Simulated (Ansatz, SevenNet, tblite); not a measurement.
# Equilibrium lattice constant a of 2H WSe2: levels of theory against measurement

Reference value: 3.282 Å (measured, 300 K, not corrected to a static lattice; as tabulated in arXiv:1605.07067).

```csv
level (code),value (Å),difference (%)
IPEA1-xTB (tblite),3.300,+0.55
SevenNet-0 (SevenNet),3.326,+1.34
LDA (Ansatz),3.250,-0.98
PBE (Ansatz),3.321,+1.19
PBEsol (Ansatz),3.271,-0.34
PBE-D3(BJ) (Ansatz),3.279,-0.09
r²SCAN-D4 (Ansatz),3.303,+0.64
r²SCAN+rVV10 (Ansatz),3.300,+0.55
HSE06 (Ansatz),3.287,+0.15
```

Leaving aside IPEA1-xTB, which can be fitted to such values or carry a doubt: The reference is not for a static lattice or low temperature, so close values are not ranked against it. Off by more than 1.25 % (a bound picked here): SevenNet-0 (+1.34 %).

The reference has no zero-point or thermal correction, while the calculations are for a static lattice, so the differences are not the levels' errors alone. A static lattice is as a rule a little smaller than the measured one.  Density-functional levels without +SOC have no spin–orbit coupling. IPEA1-xTB: this parameter set was refitted to ionisation energies, not structures. IPEA1-xTB: the run uses a supercell at the zone centre in place of a k mesh. LDA, PBE, PBEsol, HSE06: the cell comes from a level without a dispersion term, which matters for the spacing of layers, chains or molecules. Cutoffs and k meshes differ between the levels. Ansatz's density-functional and Hartree–Fock values are scalar-relativistic unless marked +SOC, with PAW data made under PBE.

Machine-learned potentials (SevenNet-0) are trained on DFT data, which may include these solids.

Differences are worked out from the printed values.

Ansatz is an electronic-structure program.
